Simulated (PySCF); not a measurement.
Gas-phase reaction: SiCl4 + 2 HCl = SiH2Cl2 + 2 Cl2

Energies from PySCF, thermal terms from the rigid-rotor harmonic-oscillator model, ideal gas at 1 bar. The comparison is the NASA 1993 polynomial table, which mixes measured and estimated data. † marks an energy on the PBE0/def2-TZVP geometry and frequencies; other levels use their own. MP2 and CCSD(T) freeze the core. 6-31G* has spherical d functions here. All species are closed-shell singlets. B3LYP is the form with VWN-RPA correlation. MP2 isn't extrapolated to the basis-set limit; its ΔH°(298 K) is 589.1 kJ in def2-SVP and 569.6 kJ in def2-TZVPP. CCSD(T) isn't extrapolated to the basis-set limit; its ΔH°(298 K) is 554.5 kJ in def2-SVP and 537.8 kJ in def2-TZVPP. The harmonic model lacks anharmonicity and excited electronic states, which grow with temperature; levels with a mode under 35 cm⁻¹ are left out. The table's entry may be an old estimate for SiCl4, SiH2Cl2 (not checked at source).

| level | ΔH°(298 K), kJ | minus table | ΔG°(1400 K), kJ |
|---|---|---|---|
| table | 526.9 | - | 496.6 |
| B3LYP/6-31G* | 486.7 | -40.2 | 456.0 |
| CCSD(T)/def2-SVP† | 554.5 | 27.6 | 526.2 |
| CCSD(T)/def2-TZVPP† | 537.8 | 10.9 | 509.5 |
| HF/6-31G* | 530.1 | 3.2 | 499.6 |
| HF/def2-TZVP† | 532.7 | 5.8 | 504.4 |
| MP2/def2-TZVPP† | 569.6 | 42.7 | 541.4 |
| PBE/def2-SVP | 512.6 | -14.3 | 481.8 |
| PBE0/def2-SVP† | 546.5 | 19.6 | 518.2 |
| PBE0/def2-TZVP | 514.3 | -12.6 | 486.0 |
| r2SCAN/def2-TZVP† | 531.5 | 4.6 | 503.3 |
| LDA/def2-TZVP† | 512.6 | -14.3 | 484.4 |
